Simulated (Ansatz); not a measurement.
Process, species as SMILES: F[CH]F → C atom + 2 F atom + H atom
B3LYP-D3(BJ)/def2-TZVP geometries, fixed; electronic energies without zero-point terms.
Largest species:
```
C
F 1 1.3294
F 1 1.3294 2 111.26
H 1 1.0891 2 114.16 3 -130.99
```
Charge 0, spin multiplicity 2.

Energies in hartree at MP2 with Ansatz (a program for electronic structure); the atomisation energy is their sum with the coefficients shown, times 627.509 kcal/mol a hartree. All functions are spherical. Cores are frozen. Open shells are unrestricted. No added dispersion term, no relativity.

```csv
species,coefficient,part,cc-pVDZ,cc-pVTZ,cc-pVQZ
F[CH]F,-1,Hartree-Fock,-237.27725,-237.36012,-237.37981
F[CH]F,-1,correlation,-0.48337,-0.63826,-0.69503
C atom,+1,Hartree-Fock,-37.68654,-37.69157,-37.69331
C atom,+1,correlation,-0.05176,-0.06692,-0.07206
F atom,+2,Hartree-Fock,-99.37524,-99.40552,-99.41377
F atom,+2,correlation,-0.14060,-0.19983,-0.22144
H atom,+1,Hartree-Fock,-0.49928,-0.49981,-0.49995
```

Problem. Predict the atomisation energy in cc-pV5Z (X = 5): let each Hartree-Fock step shrink by the ratio of the last two, and fit each correlation energy at X = 3 and 4 to E + A/X^3. Compare with the run.

Solution. 
- F[CH]F: steps -0.08287 and -0.01969, ratio 0.238, so Hartree-Fock -237.38450 (run: -237.38521); A = (-0.63826 - (-0.69503))/(1/27 - 1/64) = 2.6513, correlation -0.69503 - A/64 + A/125 = -0.71525 (run: -0.71882).
- C atom: steps -0.00503 and -0.00174, ratio 0.346, so Hartree-Fock -37.69391 (run: -37.69368); A = (-0.06692 - (-0.07206))/(1/27 - 1/64) = 0.2401, correlation -0.07206 - A/64 + A/125 = -0.07389 (run: -0.07415).
- F atom: steps -0.03028 and -0.00825, ratio 0.272, so Hartree-Fock -99.41601 (run: -99.41605); A = (-0.19983 - (-0.22144))/(1/27 - 1/64) = 1.0092, correlation -0.22144 - A/64 + A/125 = -0.22914 (run: -0.23068).
- H atom: steps -0.00053 and -0.00014, ratio 0.264, so Hartree-Fock -0.49999 (run: -0.49999).
Predicted 339.90 kcal/mol; the run in cc-pV5Z gives 340.58, a miss of -0.68. Keeping the value in cc-pVQZ, 338.29, would miss by -2.29. All sums are of the energies as printed.
